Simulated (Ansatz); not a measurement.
# triplet BH2Cl: levels of theory compared

Wanted: a comparison of 6 runs (U-wB97M-V/STO-3G, UB3LYP/STO-3G, UPBE0/STO-3G, UCCSDT(Q)/STO-3G, UCCSD/STO-3G, FCI/STO-3G) of triplet BH2Cl. 

Program for the calculation: Ansatz 0.2.0.

56 further runs of the same task are left out: 2 that didn't finish, 54 set aside as unsound or not needed.

## 1. The structure to begin with

BH2Cl: 4 atoms, total charge 0, spin state triplet. As SMILES of the parent species, `BCl`. The coordinates come from a PBE0-D4/def2-TZVP relaxation. That shape belongs to the parent species and isn't relaxed for this state.

Bond lengths: B1–Cl2 1.733 Å, B1–H3 1.190 Å, B1–H4 1.190 Å. Angles: Cl2–B1–H3 118.1°, Cl2–B1–H4 118.1°, H3–B1–H4 123.7°.

## 2. The energy at U-wB97M-V/STO-3G (run 1)

Input file molecule.yaml:

```yaml
crystal:
  periodic: [false, false, false]
  atoms:
    - symbol: B
      position_ang: [-0.116700, 0.021700, -0.075300]
    - symbol: Cl
      position_ang: [1.365000, -0.395300, 0.721200]
    - symbol: H
      position_ang: [-1.106200, -0.559500, 0.240400]
    - symbol: H
      position_ang: [-0.086600, 0.872800, -0.906600]
basis:
  gaussian:
    orbitals: STO-3G
magnetization:
  spin_polarized: true
  initial_magnetization: 2
hamiltonian:
  xc: {name: wB97M-V}
accuracy: high
```

Run with:

```
ansatz run molecule.yaml --threads 1 --pin off --max-ram 2610MiB --events-out events.jsonl --progress --plain --runs-dir runs
```

Standard output:

```text
Warning: RAYON_NUM_THREADS=1 ignored (pool sized by the plan → 1); use --threads N
Functional definition: wB97M-V
  name "wB97M-V"
  parameter omega = 0.3/bohr
  parameter cx = 0.15
  parameter cx01 = 1.007
  parameter cx10 = 0.259
  parameter css00 = 0.443
  parameter css04 = -1.437
  parameter css10 = -4.535
  parameter css20 = -3.390
  parameter css43 = 4.278
  parameter cos00 = 1.000
  parameter cos10 = 1.358
  parameter cos20 = 2.924
  parameter cos21 = -8.812
  parameter cos60 = -1.390
  parameter cos61 = 9.142
  parameter b = 6.0
  parameter c = 0.01
  gx(w, u) = 1 - cx + cx01*u + cx10*w
  gss(w, u) = css00 + css04*u^4 + css10*w + css20*w^2 + css43*w^4*u^3
  gos(w, u) = cos00 + cos10*w + (cos20 + cos21*u)*w^2 + (cos60 + cos61*u)*w^6
  exchange = spin_sum(e_x_unif_sr(omega)*gx(b97_w, b97_u_x)) + cx*exact_x_sr(omega) + exact_x_lr(omega)
  correlation = spin_sum(e_c_pw_mod_same_spin*gss(b97_w, b97_u_same))
      + integral(e_c_pw_mod_opposite_spin*gos(b97_w_opposite, b97_u_opposite)) + vv10(b, c)
263 factors; integrals over basis functions are off by at most 1.2e-8 eV
117 factors; integrals over basis functions are off by at most 9.2e-10 eV
mean field evaluation 1: about -13081.6138 eV, gradient 5.8e0 eV
mean field evaluation 2: about -13081.9826 eV, gradient 2.2e0 eV
mean field evaluation 4: about -13082.0280 eV, gradient 2.2e-1 eV
mean field evaluation 8: about -13082.0086 eV, gradient 1.7e-2 eV
mean field evaluation 16: about -13082.0086 eV, gradient 6.8e-6 eV
mean field -13082.00863331 eV, -480.7549499703 hartree, gradient 2.1e-8 eV, S^2 2.000964; 2 other end points of the search recorded, 0 dependent functions left out
reference -13082.00863529 eV, -480.7549500429 hartree; 13, 11 occupied and 3, 5 virtual orbitals, 263 factors
Total energy: -13082.00863529 eV, -480.7549500429 hartree
```

Run time: 17 s. Hardware: 1 thread of Arm Neoverse V1, shared host; peak memory 0.4 GiB.

## 3. The energy at UB3LYP/STO-3G (run 2)

Input file run.yaml:

```yaml
crystal:
  periodic: [false, false, false]
  atoms:
    - symbol: B
      position_ang: [-0.116700, 0.021700, -0.075300]
    - symbol: Cl
      position_ang: [1.365000, -0.395300, 0.721200]
    - symbol: H
      position_ang: [-1.106200, -0.559500, 0.240400]
    - symbol: H
      position_ang: [-0.086600, 0.872800, -0.906600]
basis:
  gaussian: {orbitals: STO-3G}
magnetization: {spin_polarized: true, initial_magnetization: 2}
hamiltonian: {xc: {name: B3LYP}}
accuracy: high
```

Run with:

```
ansatz run run.yaml --threads 1 --pin off --max-ram 2610MiB --events-out events.jsonl --progress --plain --runs-dir runs
```

Standard output:

```text
Warning: RAYON_NUM_THREADS=1 ignored (pool sized by the plan → 1); use --threads N
Functional definition: B3LYP
  name "B3LYP"
  parameter a0 = 0.2
  parameter ax = 0.72
  parameter ac = 0.81
  exchange = (1 - a0 - ax)*slater_x + ax*b88_x + a0*exact_x
  correlation = (1 - ac)*vwn_rpa_c + ac*lyp_c
263 factors; integrals over basis functions are off by at most 1.2e-8 eV
mean field evaluation 1: about -13081.2880 eV, gradient 4.0e0 eV
mean field evaluation 2: about -13081.2492 eV, gradient 4.4e0 eV
mean field evaluation 4: about -13081.4583 eV, gradient 8.2e-2 eV
mean field evaluation 8: about -13081.4398 eV, gradient 3.7e-4 eV
mean field evaluation 16: about -13081.4398 eV, gradient 4.6e-7 eV
mean field -13081.43981179 eV, -480.7340461649 hartree, gradient 6.3e-9 eV, S^2 2.001036; 2 other end points of the search recorded, 0 dependent functions left out
reference -13081.43983567 eV, -480.7340470423 hartree; 13, 11 occupied and 3, 5 virtual orbitals, 263 factors
Total energy: -13081.43983567 eV, -480.7340470423 hartree
```

It took 1.4 s on 1 thread of Arm Neoverse V1, shared host; peak memory 0.11 GiB.

Runs 3 to 4 aren't shown in full; the table further down has their settings and results.

## 4. The energy at UCCSD/STO-3G (run 5)

Edit molecule.yaml of step 2 so:

```diff
@@ -12,9 +12,6 @@
 basis:
-  gaussian:
-    orbitals: STO-3G
-magnetization:
-  spin_polarized: true
-  initial_magnetization: 2
-hamiltonian:
-  xc: {name: wB97M-V}
+  gaussian: {orbitals: STO-3G}
+correlation: {method: ccsd, frozen_orbitals: {B: 1, Cl: 5, H: 0}}
+scf: {omitted_lower_state_checks: [cluster_reference, increment]}
 accuracy: high
+magnetization: {spin_polarized: true, initial_magnetization: 2}
```

Run with:

```
ansatz run molecule.yaml --threads 1 --pin off --max-ram 2610MiB --events-out events.jsonl --progress --plain --runs-dir runs
```

Standard output, shortened:

```text
Warning: RAYON_NUM_THREADS=1 ignored (pool sized by the plan → 1); use --threads N
Functional definition: HF
  name "HF"
[...]
263 factors; integrals over basis functions are off by at most 1.2e-8 eV
[...]
mean field -13058.73435750 eV, -479.8996361101 hartree, gradient 1.6e-8 eV, S^2 2.003434; 7 other end points of the search recorded, 0 dependent functions left out
6 core orbitals not correlated: weight in the atoms' cores, before any rotation towards them, 1.000 or more for the frozen orbitals, at most 0.000 for the correlated occupied ones
reference -13058.73435750 eV, -479.8996361101 hartree; 7, 5 occupied and 3, 5 virtual orbitals, 263 factors
second order -1.07217497 eV of doubles, -0.00000000 eV of singles
cycle   1  -1.37515985 eV  change   -3.4e-1 eV  update   5.4e-2
[...]
cycle  23  -1.66188534 eV  change  -4.2e-10 eV  update  5.8e-10
WARN: these amplitudes may be one of several solutions (largest doubles amplitude 0.09, level shift 1.11 eV)
Total energy: -13060.39624284 eV, -479.9607092698 hartree
Checks for a lower state left out: cluster_reference, increment
```

Wall time 0.22 s (1 thread of Arm Neoverse V1, shared host).

## 5. The energy at FCI/STO-3G (run 6)

Input file in.yaml:

```yaml
crystal:
  periodic: [false, false, false]
  atoms:
    - {symbol: B, position_ang: [-0.116700, 0.021700, -0.075300]}
    - {symbol: Cl, position_ang: [1.365000, -0.395300, 0.721200]}
    - {symbol: H, position_ang: [-1.106200, -0.559500, 0.240400]}
    - {symbol: H, position_ang: [-0.086600, 0.872800, -0.906600]}
basis:
  gaussian:
    orbitals: STO-3G
magnetization:
  spin_polarized: true
  initial_magnetization: 2
correlation:
  method: fci
  frozen_orbitals: {B: 1, Cl: 5, H: 0}
accuracy: high
```

Run with:

```
ansatz run in.yaml --threads 1 --pin off --max-ram 2610MiB --events-out events.jsonl --progress --plain --runs-dir runs
```

Standard output:

```text
Warning: RAYON_NUM_THREADS=1 ignored (pool sized by the plan → 1); use --threads N
[... 2 set-up lines as earlier in the session ...]
  exchange = exact_x
  correlation = 0
263 factors; integrals over basis functions are off by at most 1.2e-8 eV
mean field evaluation 1: about -13058.0178 eV, gradient 7.2e0 eV
mean field evaluation 2: about -13058.0576 eV, gradient 7.1e0 eV
mean field evaluation 4: about -13058.6426 eV, gradient 7.6e-1 eV
mean field evaluation 8: about -13058.7349 eV, gradient 8.9e-2 eV
mean field evaluation 16: about -13058.7344 eV, gradient 1.6e-8 eV
mean field evaluation 32: about -13057.7704 eV, gradient 5.7e-4 eV
mean field -13058.73435750 eV, -479.8996361101 hartree, gradient 1.6e-8 eV, S^2 2.003434; 7 other end points of the search recorded, 0 dependent functions left out
6 core orbitals not correlated: weight in the atoms' cores, before any rotation towards them, 1.000 or more for the frozen orbitals, at most 0.000 for the correlated occupied ones
reference -13058.69571295 eV, -479.8982159491 hartree; 7, 5 occupied and 3, 5 virtual orbitals, 263 factors
state -13060.43626217 eV, -479.9621799530 hartree
Total energy: -13060.43626217 eV, -479.9621799530 hartree
```

Wall time 0.4 s (1 thread of Arm Neoverse V1, shared host).

## 6. The series

| run | level | frozen core orbitals | energy (Eh) | ⟨S²⟩ | wall time |
| --- | --- | --- | --- | --- | --- |
| 1 | U-wB97M-V/STO-3G | – | -480.754950 | 2.001 | 17 s |
| 2 | UB3LYP/STO-3G | – | -480.734047 | 2.001 | 1.4 s |
| 3 | UPBE0/STO-3G | – | -480.561417 | 2.001 | 1.2 s |
| 4 | UCCSDT(Q)/STO-3G | 6 | -479.962240 | 2.003 | 0.64 s |
| 5 | UCCSD/STO-3G | 6 | -479.960709 | 2.003 | 0.22 s |
| 6 | FCI/STO-3G | 6 | -479.962180 | – | 0.4 s |

## 7. Results

```
                                          quantity          value
                               run 6: total energy  -479.96218 Eh
run 6: correlation energy (6 core orbitals frozen)      -64.0 mEh
```

What this shows: Against full CI in this basis: UCCSDT(Q) -0.1 mEh; UCCSD +1.5 mEh. Totals of different functionals can't be ranked against each other. In runs 1, 2, 3, 4, 5, 6 the basis is minimal, so the values are rough. All runs together took 21 s, the longest 17 s.
